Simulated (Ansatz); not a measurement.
Cost and result for the atomization energy of C$_{4}$H$_{7}$F, SMILES `C/C=C(/C)F` (12 atoms, 11 bonds).

```tsv
atom	x (Å)	y (Å)	z (Å)
C1	1.371	-0.510	-1.296
C2	0.612	-0.338	-0.027
C3	-0.548	0.288	0.097
C4	-1.356	0.497	1.320
F5	-1.135	0.834	-0.992
H6	1.519	-1.570	-1.524
H7	0.851	-0.051	-2.137
H8	2.366	-0.060	-1.223
H9	1.030	-0.754	0.883
H10	-0.865	0.050	2.184
H11	-2.347	0.050	1.206
H12	-1.498	1.565	1.508
```

Total charge 0; spin multiplicity 1. Geometry: relaxed with PBE0-D4/def2-TZVP. Program: Ansatz. All runs use 4 threads of an Intel Xeon 6975P-C on a shared host. Times are those of one run each, without the atoms' runs, and a repeat can differ threefold. Electronic energies, without spin–orbit coupling; frozen cores. CCSD(T)/CBS adds CCSD(T) − MP2 in def2-TZVPP to the MP2 limit, and its time is that of the two runs behind it. T1 = 0.011. B3LYP takes the VWN-RPA correlation (the form of Gaussian; ORCA's B3LYP/G).

CCSD(T)/CBS is a level of theory with its own doubt, some kJ/mol a heavy atom from the limit and from the frozen cores, so smaller differences don't rank the functionals.

```csv
level,functions,wall time,atomization (kJ/mol),difference from CCSD(T)/CBS,per bond
BLYP-D4/def2-TZVPP,253,1 s,4896.0,6.5,0.6
PBE0-D4/def2-TZVPP,253,1.2 s,4937.2,47.7,4.3
BHLYP-D4/def2-TZVPP,253,1.2 s,4763.4,-126.1,-11.5
CAM-B3LYP-D4/def2-TZVPP,253,1.5 s,4925.2,35.7,3.2
r2SCANh-D4/def2-TZVPP,253,1.8 s,4888.8,-0.7,-0.1
B3LYP-D4/def2-TZVPP (with forces),253,1.9 s,4903.0,13.5,1.2
B2PLYP/def2-TZVPP,253,2.4 s,4856.8,-32.7,-3.0
CCSD(T)/def2-SVP,105,2.4 s,4707.9,-181.6,-16.5
ωB97X-V/def2-TZVPP,253,2.9 s,4898.5,9.0,0.8
B97M-V/def2-TZVPP,253,3.2 s,4908.7,19.2,1.7
MP2/def2-QZVPP,495,12 s,4920.6,31.1,2.8
CCSD(T)/def2-TZVPP,253,39 s,4782.4,-107.1,-9.7
CCSD(T)/CBS(def2),–,51 s,4889.5,0.0,0.0
```

From BLYP to BHLYP (50 % exact exchange), in def2-TZVPP and without D4, the atomization energy moves by −110.7 kJ/mol: exact exchange takes away binding that semilocal exchange gives to molecules. The D4 term adds +29.5 kJ/mol with B3LYP and +15.5 kJ/mol with PBE0; it sums over pairs of atoms, weighted by their polarisabilities, and B3LYP, whose exchange is more repulsive, gets the larger term. In def2-TZVPP, CCSD(T) changes the Hartree–Fock value by +1126.8 kJ/mol (the triples alone add +67.6 kJ/mol) and MP2 by +1202.0 kJ/mol; breaking electron pairs costs correlation energy, which Hartree–Fock lacks.
